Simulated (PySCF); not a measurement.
**Gas-phase XPS of `C[O+](C)C`, computed**

Species: C3H9O (charge +1).
Z-matrix (Å and degrees, PBE0-D3(BJ)/def2-SVP geometry), rows numbered from 1:
```
C 
O   1  1.4595
C   2  1.4604  1  115.27
C   2  1.4591  1  115.32  3  -138.33
H   1  1.0991  2  109.26  3    69.20
H   1  1.0951  2  106.64  3  -169.85
H   1  1.0950  2  106.64  3   -51.80
H   3  1.0951  2  106.63  1    51.96
H   3  1.0992  2  109.24  1   -69.03
H   3  1.0951  2  106.64  1   170.04
H   4  1.0993  2  109.28  1    68.11
H   4  1.0950  2  106.65  1  -170.96
H   4  1.0955  2  106.65  1   -52.90
```

Level of theory: delta-SCF UKS SCAN, pcX-2 on the ionised atom, pcseg-1 elsewhere, spin-free X2C (PySCF 2.14.0). These are vertical core ionisation energies against the vacuum level, from separate self-consistent calculations with and without the core hole.

Question: Give the core binding energies atom by atom.

Answer: 
```
 atom(s)  bonded to  level  binding energy (eV)  count
C1/C3/C4  O and 3 H   C 1s               298.57      3
      O2        3 C   O 1s               547.41      1
```

Question: What is the longest wavelength that can ionise C 1s of C1/C3/C4 vertically?

Answer: λ = hc/E = 12398.42 eV Å / 298.57 eV = 41.526 Å.

Atoms equivalent by their bonding share one computed value, that of the first of them. The species carries charge +1, so core ionisation leaves charge +2. Isolated species at its PBE0-D3(BJ)/def2-SVP geometry, gas phase.

Hardware: Arm Neoverse V1, one thread (shared host). Cost: 11 s, 0.42 GiB resident at most.
